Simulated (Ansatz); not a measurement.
Elements on the sites of an ideal hcp lattice, at a guessed lattice constant:

```yaml
crystal:
  lattice:
    - [2.75422, -4.77046, 0.00000]
    - [2.75422, 4.77046, 0.00000]
    - [0.00000, 0.00000, 8.81352]
  atoms:
    - { symbol: Cu, position: [0.33333, 0.16667, 0.12500] }
    - { symbol: Cu, position: [0.83333, 0.66667, 0.62500] }
    - { symbol: Cu, position: [0.16667, 0.33333, 0.87500] }
    - { symbol: Cu, position: [0.66667, 0.83333, 0.37500] }
    - { symbol: Cu, position: [0.66667, 0.83333, 0.87500] }
    - { symbol: Pt, position: [0.33333, 0.16667, 0.62500] }
    - { symbol: Pt, position: [0.83333, 0.16667, 0.12500] }
    - { symbol: Pt, position: [0.83333, 0.16667, 0.62500] }
    - { symbol: Pt, position: [0.33333, 0.66667, 0.12500] }
    - { symbol: Pt, position: [0.33333, 0.66667, 0.62500] }
    - { symbol: Pt, position: [0.83333, 0.66667, 0.12500] }
    - { symbol: Pt, position: [0.66667, 0.33333, 0.37500] }
    - { symbol: Pt, position: [0.66667, 0.33333, 0.87500] }
    - { symbol: Pt, position: [0.16667, 0.33333, 0.37500] }
    - { symbol: Pt, position: [0.16667, 0.83333, 0.37500] }
    - { symbol: Pt, position: [0.16667, 0.83333, 0.87500] }
```

Cell and atoms were relaxed without symmetry on coarser meshes and computed once more. Computed with DFT r2SCAN, scalar-relativistic, plane waves, PAW (Ansatz).

Settings: cutoff 500 eV, Γ-centred mesh 6×6×4 on the computed 16-atom cell, Gaussian smearing of 0.10 eV; no spin polarisation.

The relaxation ran on 3×3×2 (shifted) k points with a smearing of 0.1 eV, from sites shaken by 0.02 Å.

What does the relaxation give?

A volume of 14.26 Å³/atom and no gap on the mesh. It lies 0.09 eV/atom below the elements' standard states (static lattices, no corrections for gases). The atoms leave their sites by 0.04 Å (root mean square) and 0.06 Å at most, and the cell stretches by up to 2.3 % at fixed volume.

```
Cu Pt
1.0
     2.71397   -4.68793   -0.00410
     2.71407    4.68798    0.00437
     0.00043    0.00783    8.96885
Cu Pt
5 11
Direct
  0.33493 0.16371 0.12223
  0.83292 0.66527 0.62741
  0.16772 0.33032 0.87624
  0.66138 0.83729 0.37553
  0.66796 0.83090 0.87306
  0.33460 0.16364 0.62964
  0.83589 0.15924 0.12111
  0.83714 0.16347 0.62791
  0.33895 0.66249 0.12118
  0.33471 0.66114 0.62790
  0.83463 0.66421 0.12325
  0.65810 0.33772 0.37509
  0.66578 0.33329 0.87610
  0.15953 0.33899 0.37390
  0.16064 0.84035 0.37509
  0.16522 0.83249 0.87601
```

The final mesh leaves forces up to 0.19 eV/Å and stresses up to 1.3 GPa: the relaxation ran on a coarser mesh, so the cell's shape, its bonds and its energy belong partly to that mesh.

Spin-orbit coupling is left out, which matters for the bands of heavy elements.

Cost: 2 runs of about 55 core-minutes in all (earlier runs that led there not counted), on Intel Xeon Processor @ 2.50GHz (Skylake/Cascade Lake) (shared hosts).